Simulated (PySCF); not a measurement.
Compound: monochlorosilylene, ClHSi (singlet state).
Bonds: Si1–Cl2. Hydrogens: H3 on Si1.

The closed-shell ground state was solved at several levels (PySCF, density fitting, gas phase, non-relativistic). Isolated species at its PBE0-D3(BJ)/def2-TZVP geometry, gas phase.

| level | basis functions | HOMO (eV) | LUMO (eV) | gap (eV) | dipole (D) |
| --- | --- | --- | --- | --- | --- |
| KT3/pcSseg-2 | 100 | -6.00 | -3.83 | 2.17 | 1.08 |
| B97-2/pcSseg-2 | 100 | -6.82 | -3.06 | 3.76 | 1.18 |
| wB97X-D/pcSseg-2 | 100 | -8.88 | -1.27 | 7.61 | 1.23 |

**Question.** Estimate the row for PBE0/pcSseg-2, a basis of 100 functions; the other rows only guide the guess.

**Answer.** HOMO -7.03 eV, LUMO -3.04 eV, gap 3.99 eV, dipole 1.18 D.

**Question.** Over all these levels, which gives the widest orbital gap and which the narrowest?

**Answer.** wB97X-D/pcSseg-2 (range-separated hybrid) has the widest, 7.61 eV, and KT3/pcSseg-2 (GGA) the narrowest, 2.17 eV. From the narrowest to the widest the HOMO moves by -2.88 eV and the LUMO by +2.56 eV.

**Question.** In the pcSseg-2 basis, how does the gap go with the fixed share of exact exchange?

**Answer.** KT3 (0 %) 2.17 eV; B97-2 (21 %) 3.76 eV; PBE0 (25 %) 3.99 eV. Each rise in the share widens the gap here.

**Question.** How far do the dipole and the HOMO energy spread over the levels?

**Answer.** The dipole runs from 1.08 to 1.23 D (mean 1.17 D) and the HOMO from -8.88 to -6.00 eV.
